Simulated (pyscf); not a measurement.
# Substitution at C: H₃C–CH(CH₃)–Cl (SMILES CC(C)Cl) + Cl• (SMILES [Cl]) -> H₃C–CH(Cl)–Cl (SMILES CC(Cl)Cl) + CH₃• (SMILES [CH3])

Gas phase, doublet surface, charge 0. Bonds broken: C2–C9. Bonds formed: C2–Cl3. PySCF, gas phase, ωB97X-D3(BJ)/def2-SVP geometries.

Transition state (Å):

```xyz
12

C      0.9759     0.4214     0.5895
C      0.1067     0.7894    -0.5934
Cl     1.6971     1.7412    -1.7873
Cl    -0.3557    -0.5197    -1.6495
H      1.8978    -0.0473     0.2221
H      1.2459     1.3329     1.1406
H      0.4638    -0.2803     1.2637
H     -0.3199     1.7680    -0.8160
C     -1.7013     0.8798     0.4611
H     -2.4227     1.1787    -0.3061
H     -1.5020     1.6200     1.2437
H     -1.7793    -0.1599     0.7905
```

One imaginary mode, 984i cm⁻¹; descent along it reached the two sides named, in the forms told below.

```json
[
 {"bond": "C2–C9", "change": "breaks", "reactant side (Å)": "1.519", "saddle": "2.095", "product side": "3.5"},
 {"bond": "C2–Cl3", "change": "forms", "reactant side (Å)": "3.3", "saddle": "2.205", "product side": "1.780"}
]
```

Electronic energies relative to the separated reactants (kcal/mol):

```tsv
level	barrier	reaction energy	reverse barrier
ωB97X-D3(BJ)/def2-TZVP	48.2	+12.5	35.7
PBE/def2-TZVP	35.5	+8.7	26.9
r²SCAN/def2-TZVP	36.9	+7.3	29.6
B3LYP-D3(BJ)/def2-TZVP	41.7	+11.9	29.9
PBE0-D3(BJ)/def2-TZVP	42.7	+11.0	31.7
M06-2X/def2-TZVP	46.7	+12.5	34.2
ωB97M-D3(BJ)/def2-TZVP	47.7	+12.8	34.9
HF/def2-TZVP	69.2	+16.5	52.8
```

With ωB97M-D3(BJ)/def2-TZVP energies and thermal terms (ideal gas, 1 atm, RRHO with modes under 100 cm⁻¹ raised to 100, one conformer, R ln 2 for chiral ones without a mode under 150 cm⁻¹), in kcal/mol:

| T (K) | ΔH‡ | ΔG‡ | ΔH | ΔG |
|---|---|---|---|---|
| 298 | 45.1 | 52.2 | +8.7 | +6.1 |
| 600 | 45.6 | 59.1 | +9.1 | +3.2 |
| 900 | 45.9 | 65.7 | +8.9 | +0.3 |
| 1200 | 45.9 | 72.4 | +8.3 | -2.4 |

On the reactant side the descent ends in what is likely a three-electron adduct, which functionals tend to overbind, 7.4 kcal/mol under the separated species and 55.6 kcal/mol under the saddle at ωB97X-D3(BJ)/def2-TZVP. Abstraction by the radical was not located in this set and often lies lower. This is the saddle that the search found; another between the same sides may lie lower. The angle at the attacked C is 151°. Left out: orbital degeneracy and the spin-orbit lowering of Cl.
